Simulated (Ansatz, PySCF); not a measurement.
Molecule: P2, net charge 1, doublet state. 
Coordinates optimised at B3LYP-D3(BJ)/def2-TZVP (Ansatz, a quantum-chemistry and plane-wave program):
```
P
P 1 1.9762
```
Charge +1, spin multiplicity 2.

Total electronic energies in hartree. Cores are frozen in the correlated levels unless marked. UHF or UKS for open shells. No spin-orbit coupling. Non-relativistic unless marked X2C. CBS(X,Y): correlation extrapolated as X^-3; Hartree-Fock from the larger set. [CCSD(T)-MP2]/basis is that difference in the basis named.

The UHF reference is spin-contaminated (<S^2> 0.43 over the pure value in the largest basis). The T1 diagnostic of CCSD in the largest basis is 0.084, which is high, so the coupled-cluster rows are less sure than usual.

```json
[
 {"level": "HF/def2-TZVPD", "program": "PySCF", "energy (Eh)": "-681.10226"},
 {"level": "LC-wPBE/def2-TZVPD", "program": "Ansatz", "energy (Eh)": "___"},
 {"level": "B2PLYP/def2-TZVPD", "program": "Ansatz", "energy (Eh)": "-682.08921"},
 {"level": "RPA@PBE/cc-pV(T+d)Z", "program": "Ansatz", "energy (Eh)": "___"},
 {"level": "MP2/cc-pwCVTZ", "program": "Ansatz", "energy (Eh)": "-681.36751"},
 {"level": "X2C-CCSD(T)/cc-pVTZ-DK", "program": "Ansatz", "energy (Eh)": "-683.05513"},
 {"level": "CCSD(T) with core electrons (1s frozen past Ne)/cc-pwCVTZ", "program": "Ansatz", "energy (Eh)": "-681.95823"},
 {"level": "RI-MP2/CBS(def2-TZVPPD,def2-QZVPPD)+[CCSD(T)-MP2]/def2-QZVPPD", "program": "Ansatz", "energy (Eh)": "-681.4617"},
 {"level": "CCSD(T)/CBS(def2-TZVPPD,def2-QZVPPD)", "program": "Ansatz", "energy (Eh)": "-681.4604"}
]
```

Question: Fill in the missing entries.

Answer: 
- LC-wPBE/def2-TZVPD, energy (Eh): -682.09325
- RPA@PBE/cc-pV(T+d)Z, energy (Eh): -681.55848
